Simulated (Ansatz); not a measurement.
For body-centred tetragonal In, BLYP (PAW; Ansatz, a quantum-chemistry and plane-wave program) gives:

* **equilibrium lattice constant a**: 3.463 Å
* **lattice parameter c**: 5.172 Å
* **bulk modulus B0**: 23.2 GPa
* **cohesive energy**: 1.69 eV/atom

### Question
What does r²SCAN-D4 (plane waves, PAW; Ansatz) give for the same quantities?

### Answer

- lattice constant a: 3.230 Å (shrinks by 6.7 %)
- lattice parameter c: 4.957 Å (decreases by 4.2 %)
- bulk modulus: 44.5 GPa (increases by 92 %)
- cohesive energy: 2.52 eV/atom (goes up by 0.83 eV/atom)

For comparison: lattice constant a 3.252 Å (measured, 293 K, not corrected to a static lattice; as tabulated in Wikipedia's data pages); lattice parameter c 4.947 Å (measured, 293 K, not corrected to a static lattice; as tabulated in Wikipedia's data pages); bulk modulus 44.7 GPa (measured, copied from a table, unchecked, extrapolated to 0 K and zero-point effects removed; as tabulated in Lejaeghere et al. (2013), arXiv:1204.2733).

Changes are worked out from the printed values.

Unless a cell is named, each level is at its own relaxed cell (BLYP 31.01, r²SCAN-D4 25.87 Å³/atom).

Levels without +SOC leave out spin–orbit coupling, which shifts energies and cells of such heavy elements.

Caveats: the cell is over a tenth larger than the published one: the level's own overestimate first of all, though another phase or state, or a fault of the published cell, is possible (BLYP). Ansatz's density-functional and Hartree–Fock values are scalar-relativistic unless marked +SOC, with PAW data made under PBE.
